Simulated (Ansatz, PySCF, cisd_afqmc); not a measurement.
System: C$_{2}$H$_{5}$, charge 0, doublet. C2H5 (SMILES [CH2]C, doublet).
B3LYP-D3(BJ)/def2-TZVP minimum from Ansatz (a program for electronic structure):
```xyz
7

C     -0.0207    -0.6912     0.0019
C      0.0032     0.7917    -0.0023
H      0.9947    -1.1171     0.0074
H     -0.5251    -1.0873     0.8864
H     -0.5178    -1.0924    -0.8844
H      0.0727     1.3495     0.9213
H      0.0803     1.3441    -0.9285
```
Charge 0, spin multiplicity 2.

Atomisation energy term by term, kcal/mol (programs: Ansatz, cisd_afqmc). UHF or UKS for unpaired electrons; spin-orbit terms are left out. Correlated methods leave the cores frozen. Rows without X2C or -DK are non-relativistic. AFQMC/CISD: phaseless, guided by CISD from CCSD amplitudes; bars are statistical, one sigma. Outlying blocks are dropped, and bars are widened where a walk drifts. Over all cases where full CI ran beside it in this data, AFQMC minus full CI had a median of +0.1 mEh and passed +0.4 mEh in a tenth of the cases. CBS(X,Y): correlation extrapolated as X^-3, Hartree-Fock from the larger set (Q,5: extrapolated as (X+1)exp(-9√X)). A bracket is a step between two methods taken in the basis named. '+ core + X2C': CCSD(T) terms for core correlation (cc-pwCVTZ) and scalar relativity (cc-pVTZ-DK). Where a partner has so few electrons that a lower coupled-cluster level is exact, that level stands in.

```tsv
term	basis	kcal/mol
Hartree-Fock	CBS(cc-pVQZ,cc-pV5Z)	468.82
CCSD correlation	CBS(cc-pVQZ,cc-pV5Z)	127.48
(T)	CBS(cc-pVQZ,cc-pV5Z)	5.61
CCSDT(Q) - CCSD(T)	cc-pVTZ	0.05
core correlation	cc-pwCVTZ	2.18
scalar relativity	X2C, cc-pVTZ-DK	-0.37
minus zero-point energy	Hessian by PySCF at B3LYP-D3(BJ)/def2-TZVP	-37.10
sum: D0		566.7
```

The step beyond CCSD(T) by other levels: AFQMC/CISD in cc-pVDZ 0.32 ± 0.20; CCSDT(Q) in cc-pVDZ 0.24; AFQMC/CISD in cc-pVTZ 0.16 ± 0.12 kcal/mol.
